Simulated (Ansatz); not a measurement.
Cost and result for the atomization energy of C3H6Cl2 (`ClCCCCl`) (11 atoms, 10 bonds).

```tsv
atom	x (Å)	y (Å)	z (Å)
Cl1	1.9318	-1.5746	1.2443
C2	0.9315	-0.8142	-0.0188
C3	-0.0496	0.1638	0.5858
C4	-0.8886	0.8698	-0.4556
Cl5	-1.9486	-0.2588	-1.3489
H6	1.6164	-0.3186	-0.7078
H7	0.4201	-1.6168	-0.5467
H8	0.4997	0.9276	1.1462
H9	-0.6975	-0.3541	1.2968
H10	-1.5440	1.6057	0.0073
H11	-0.2713	1.3701	-1.2025
```

Charge 0, multiplicity 1. All single points use the PBE0-D4/def2-TZVP geometry. It is one conformer, not always the lowest. Program: Ansatz. All runs use 4 threads of an Arm Neoverse V1 on a shared host. Times are those of one run each, without the atoms' runs, and a repeat can differ threefold. Electronic energies, without spin–orbit coupling; frozen cores. CCSD(T)/CBS adds CCSD(T) − MP2 in def2-TZVPP to the MP2 limit, and its time is that of the two runs behind it. T1 = 0.009. B3LYP takes the VWN-RPA correlation (the form of Gaussian; ORCA's B3LYP/G). HSE06 is the plane-wave form, built on full-range PBE exchange.

CCSD(T)/CBS is a level of theory with its own doubt, some kJ/mol a heavy atom from the limit and from the frozen cores, so smaller differences don't rank the functionals.

```json
{"level": "revPBE-D4/def2-TZVPP", "functions": "261", "wall time": "2 s", "atomization (kcal/mol)": "965.1", "difference from CCSD(T)/CBS": "-0.1", "per bond": "0.0"}
{"level": "BLYP-D4/def2-TZVPP", "functions": "261", "wall time": "2.1 s", "atomization (kcal/mol)": "957.0", "difference from CCSD(T)/CBS": "-8.2", "per bond": "-0.8"}
{"level": "PBE0-D4/def2-TZVPP", "functions": "261", "wall time": "3.4 s", "atomization (kcal/mol)": "974.5", "difference from CCSD(T)/CBS": "9.3", "per bond": "0.9"}
{"level": "HSE06-D4/def2-TZVPP", "functions": "261", "wall time": "3.7 s", "atomization (kcal/mol)": "975.1", "difference from CCSD(T)/CBS": "9.9", "per bond": "1.0"}
{"level": "CAM-B3LYP-D4/def2-TZVPP", "functions": "261", "wall time": "3.7 s", "atomization (kcal/mol)": "965.3", "difference from CCSD(T)/CBS": "0.1", "per bond": "0.0"}
{"level": "CCSD(T)/def2-SVP", "functions": "108", "wall time": "4.9 s", "atomization (kcal/mol)": "919.2", "difference from CCSD(T)/CBS": "-46.0", "per bond": "-4.6"}
{"level": "r2SCAN-D4/def2-TZVPP (with forces)", "functions": "261", "wall time": "5.5 s", "atomization (kcal/mol)": "968.5", "difference from CCSD(T)/CBS": "3.3", "per bond": "0.3"}
{"level": "B3LYP-D4/def2-TZVPP (with forces)", "functions": "261", "wall time": "5.5 s", "atomization (kcal/mol)": "961.7", "difference from CCSD(T)/CBS": "-3.5", "per bond": "-0.4"}
{"level": "ωB97X-V/def2-TZVPP", "functions": "261", "wall time": "8 s", "atomization (kcal/mol)": "967.1", "difference from CCSD(T)/CBS": "1.9", "per bond": "0.2"}
{"level": "B97M-V/def2-TZVPP", "functions": "261", "wall time": "10 s", "atomization (kcal/mol)": "968.1", "difference from CCSD(T)/CBS": "2.9", "per bond": "0.3"}
{"level": "MP2/def2-QZVPP", "functions": "491", "wall time": "24 s", "atomization (kcal/mol)": "971.3", "difference from CCSD(T)/CBS": "6.1", "per bond": "0.6"}
{"level": "CCSD(T)/def2-TZVPP", "functions": "261", "wall time": "2.8 min", "atomization (kcal/mol)": "941.7", "difference from CCSD(T)/CBS": "-23.5", "per bond": "-2.3"}
{"level": "CCSD(T)/CBS(def2)", "functions": "–", "wall time": "3.2 min", "atomization (kcal/mol)": "965.2", "difference from CCSD(T)/CBS": "0.0", "per bond": "0.0"}
```

In def2-TZVPP, CCSD(T) changes the Hartree–Fock value by +225.7 kcal/mol (the triples alone add +14.3 kcal/mol) and MP2 by +241.6 kcal/mol; breaking electron pairs costs correlation energy, which Hartree–Fock lacks. From r2SCAN to r2SCAN0 (25 % exact exchange), in def2-TZVPP and without D4, the atomization energy moves by −10.5 kcal/mol: exact exchange takes away binding that semilocal exchange gives to molecules. At CCSD(T), def2-SVP lies −46.0 kcal/mol from the extrapolated value and def2-TZVPP −23.5 kcal/mol: correlation converges slowly with the basis, and small sets miss more of it in the bonded molecule than in its fragments.
